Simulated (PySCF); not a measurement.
Gas-phase reaction: 3 CH2Cl2 → CCl4 + Cl2 + 2 CH3

Method: PySCF energies plus ideal-gas RRHO corrections (1 bar). 'Table' is the NASA 1993 thermochemical table (part measured, part estimated). † marks an energy on the PBE0/def2-TZVP geometry and frequencies; other levels use their own. MP2 and CCSD(T) freeze the core. 6-31G* has spherical d functions here. Open shells (unrestricted): CH3 (multiplicity 2); the rest are closed-shell singlets. MP2 isn't extrapolated to the basis-set limit; its ΔH°(298 K) is 482.1 kJ in def2-SVP and 497.1 kJ in def2-TZVPP. CCSD(T) isn't extrapolated to the basis-set limit; its ΔH°(298 K) is 467.7 kJ in def2-SVP and 482.3 kJ in def2-TZVPP. The harmonic model lacks anharmonicity and excited electronic states, which grow with temperature; levels with a mode under 35 cm⁻¹ are left out.

```
level               ΔH°(298 K), kJ  minus table  ΔG°(1800 K), kJ
------------------  --------------  -----------  ---------------
table                        484.2            -            255.2
CCSD(T)/def2-SVP†            467.7        -16.5            233.8
HF/6-31G*                    428.2        -56.0            175.7
HF/def2-TZVP†                395.2        -89.0            161.4
MP2/def2-TZVPP†              497.1         12.9            263.3
PBE/def2-SVP                 485.3          1.1            248.3
PBE0/def2-QZVP†              482.8         -1.4            248.9
PBE0/def2-TZVP               482.5         -1.7            248.6
ωB97M-V/def2-TZVP†           486.0          1.8            252.1
ωB97X-V/def2-TZVP†           497.1         12.9            263.3
```
